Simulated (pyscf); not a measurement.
**Four-centre exchange: F–SiH₂• (SMILES F[SiH2]) + H₂O (SMILES O) → HO–SiH•–F (SMILES O[SiH]F) + H₂ (SMILES [H][H])**

Gas phase, doublet surface, charge 0. Bonds broken: Si1–H3, O5–H6. Bonds formed: Si1–O5, H3–H6. Structures and frequencies: ωB97X-D3(BJ)/def2-SVP in PySCF.

Transition state (Å):

```xyz
7

Si    -0.0135    -0.0729    -1.3750
F     -1.6085     0.2070    -1.1272
H      0.5205     1.6225    -1.0307
H      0.0605    -1.5867    -1.4702
O      0.5918     0.0430     0.3697
H      0.6098     1.1597    -0.0244
H     -0.0487    -0.1734     1.0656
```

One imaginary mode, 1385i cm⁻¹; descent along it reached the two sides named.

| bond | change | reactant side (Å) | saddle | product side |
|---|---|---|---|---|
| Si1–H3 | breaks | 1.494 | 1.811 | 4.1 |
| O5–H6 | breaks | 0.965 | 1.184 | 3.0 |
| Si1–O5 | forms | 2.9 | 1.850 | 1.657 |
| H3–H6 | forms | 2.8 | 1.111 | 0.760 |

Electronic energies relative to the separated reactants (kJ/mol):

```json
[
 {"level": "ωB97X-D3(BJ)/def2-TZVP", "barrier": "100.5", "reaction energy": "-92.1", "reverse barrier": "192.5"},
 {"level": "PBE/def2-TZVP", "barrier": "74.5", "reaction energy": "-89.2", "reverse barrier": "163.8"},
 {"level": "r²SCAN/def2-TZVP", "barrier": "81.4", "reaction energy": "-98.4", "reverse barrier": "179.8"},
 {"level": "B3LYP-D3(BJ)/def2-TZVP", "barrier": "97.1", "reaction energy": "-93.3", "reverse barrier": "190.4"},
 {"level": "PBE0-D3(BJ)/def2-TZVP", "barrier": "88.2", "reaction energy": "-86.1", "reverse barrier": "174.3"},
 {"level": "M06-2X/def2-TZVP", "barrier": "100.8", "reaction energy": "-101.2", "reverse barrier": "202.0"},
 {"level": "ωB97M-D3(BJ)/def2-TZVP", "barrier": "96.2", "reaction energy": "-90.3", "reverse barrier": "186.4"},
 {"level": "HF/def2-TZVP", "barrier": "184.7", "reaction energy": "-80.2", "reverse barrier": "264.9"}
]
```

With ωB97M-D3(BJ)/def2-TZVP energies and thermal terms (ideal gas, 1 atm, RRHO with modes under 100 cm⁻¹ raised to 100, one conformer, R ln 2 for chiral ones without a mode under 150 cm⁻¹), in kJ/mol:

| T (K) | ΔH‡ | ΔG‡ | ΔH | ΔG |
|---|---|---|---|---|
| 298 | 85.3 | 128.6 | -101.1 | -94.5 |
| 600 | 86.0 | 172.6 | -96.7 | -89.5 |
| 900 | 89.3 | 215.2 | -92.9 | -86.8 |
| 1200 | 93.2 | 256.6 | -89.9 | -85.2 |

The same reactants have a lower exit, to HO–SiH₂–F + H• (barrier +72.1 kJ/mol at ωB97M-D3(BJ)/def2-TZVP, against +96.2 kJ/mol here). This is the saddle that the search found; another between the same sides may lie lower.
